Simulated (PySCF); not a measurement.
Broadened absorption spectrum of C4H9N

Compound: C4H9N.
Z-matrix (Å and degrees, PBE0-D3(BJ)/def2-SVP geometry), rows numbered from 1:
```
C 
C   1  1.5253
C   2  1.5134  1  114.40
C   3  1.5025  2  116.72  1    57.15
N   3  1.2722  2  124.59  1  -123.50
H   1  1.1001  2  110.76  3   176.39
H   1  1.1003  2  111.83  3   -63.94
H   1  1.1011  2  111.19  3    56.61
H   2  1.1025  1  110.11  3  -122.37
H   2  1.1052  1  109.16  3   121.09
H   4  1.1018  3  110.93  2   -65.92
H   4  1.1022  3  110.99  2    52.80
H   4  1.0968  3  109.45  2   173.97
H   5  1.0260  3  109.87  2     0.85
```

Theory: TDDFT wB97X-D/def2-SVPD, vertical, gas phase, core orbitals frozen in the response (PySCF).

Computed states:

| state | E (eV) | f |
| --- | --- | --- |
| S1 | 5.54 | 0.0016 |
| S2 | 7.46 | 0.039 |
| S3 | 8.15 | 0.307 |
| S4 | 8.39 | 0.017 |
| S5 | 8.50 | 0.027 |
| S6 | 8.54 | 0.0002 |

Each state is given a Gaussian of 0.4 eV full width at half maximum, with ε(max) = 2.175×10⁸ f / Δν̃ (Δν̃ the width in cm⁻¹). The cross-section is σ = 3.8235×10⁻²¹ ε cm², given in Mb (10⁻¹⁸ cm²). The width is an assumption, not a result. The curve ends short of the highest state used, and states not computed would add to its high-energy end.

(1) What does the envelope look like, and where are its maxima?

(2) Coming from long wavelengths, where does ε first pass 100 L mol⁻¹ cm⁻¹?

(3) On this curve, what absorbance would a 10⁻⁴ mol/L sample give at 222 nm over a 1 cm path?

## Answers

(1) 
(λ (nm), σ (Mb)): (156.1, 37.25), (158.3, 14.28), (160.6, 6.09), (162.8, 6.97), (165.0, 9.53), (167.2, 9.78), (169.4, 7.29), (171.6, 4.01), (173.8, 1.67), (176.0, 0.54), (178.2, 0.14), (180.4, 0.03), (182.6, 0.00), (184.8, 0.00), (187.0, 0.00), (189.2, 0.00), (191.4, 0.00), (193.6, 0.00), (195.9, 0.00), (198.1, 0.00), (200.3, 0.00), (202.5, 0.00), (204.7, 0.00), (206.9, 0.01), (209.1, 0.03), (211.3, 0.06), (213.5, 0.12), (215.7, 0.19), (217.9, 0.28), (220.1, 0.35), (222.3, 0.40), (224.5, 0.41), (226.7, 0.38), (229.0, 0.31), (231.2, 0.24), (233.4, 0.17), (235.6, 0.11), (237.8, 0.07), (240.0, 0.04), (242.2, 0.02), (244.4, 0.01), (246.6, 0.00), (248.8, 0.00), (251.0, 0.00)

Maxima: 224 nm (5.54 eV), ε about 110, made up of S1 (100%); 166 nm (7.46 eV), ε about 2600, made up of S2 (100%) (ε in L mol⁻¹ cm⁻¹; maxima over ε = 5, shares over 10%). At its high-energy end, 7.94 eV, the curve is still rising (ε about 9600, from S3).

(2) At about 227 nm (5.47 eV), 0.07 eV below S1.

(3) 222 nm is 5.585 eV, where ε is about 100 L mol⁻¹ cm⁻¹, so A = ε c l ≈ 0.01 (Beer–Lambert, with the gas-phase spectrum and the assumed width).

Cost: about 50 s of CPU time on one thread; the machine was shared, so the figure is rough.

One conformer stands for the species.
